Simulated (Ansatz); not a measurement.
**Two structures, one formula**

Two relaxed structures of CHOS (charge -1), singlet (PBE0-D4/def2-TZVPD; forces vanish, vibrations not checked).

A:

O1  (-1.283, -0.152, -0.284)
C2  (-0.101, 0.063, -0.040)
S3  (1.108, -1.015, 0.515)
H4  (0.276, 1.104, -0.191)
(Å)

B:

O1  (-1.366, 0.101, -0.414)
C2  (-0.100, 0.267, 0.024)
S3  (0.686, -1.192, 0.345)
H4  (-1.545, -0.871, -0.449)
(Å)

Computed with Ansatz 0.2.0 (basis: def2-TZVPPD); correlated methods freeze the cores. B3LYP uses VWN-RPA correlation.

Question: Which structure is lower at CCSD(T), and by how much? (Judge from chemistry; the value comes from the calculation.)

Answer: By the calculation: A, by 1.856 eV (electronic energy, against the other). By their contacts, A is CHOS ([O][CH][S]), total charge -1 and B is CHOS ([OH][C][S]), total charge -1.

All methods give the same order:

```json
{"method": "PBE-D4", "E(B) − E(A) (eV)": "1.901"}
{"method": "r2SCAN-D4", "E(B) − E(A) (eV)": "1.964"}
{"method": "PBE0-D4", "E(B) − E(A) (eV)": "1.948"}
{"method": "B3LYP-D4", "E(B) − E(A) (eV)": "1.943"}
{"method": "wB97M-V", "E(B) − E(A) (eV)": "1.841"}
{"method": "HF", "E(B) − E(A) (eV)": "1.953"}
{"method": "MP2", "E(B) − E(A) (eV)": "2.003"}
{"method": "CCSD", "E(B) − E(A) (eV)": "1.881"}
{"method": "CCSD(T)", "E(B) − E(A) (eV)": "1.856"}
```

T1 diagnostic: at most 0.024.

Labels in which every atom is bracketed show which atoms are joined, not bond orders.

For scale, one of the runs: CCSD(T)/def2-TZVPPD, 145 basis functions, launched by `ansatz run in.yaml --threads 2 --pin off --events-out ev --progress --plain --max-ram 4352MiB`. The run took 9.5 s on 2 CPU threads of an Intel Xeon Platinum 8488C (shared host), with 0.88 GiB of host memory at its peak.
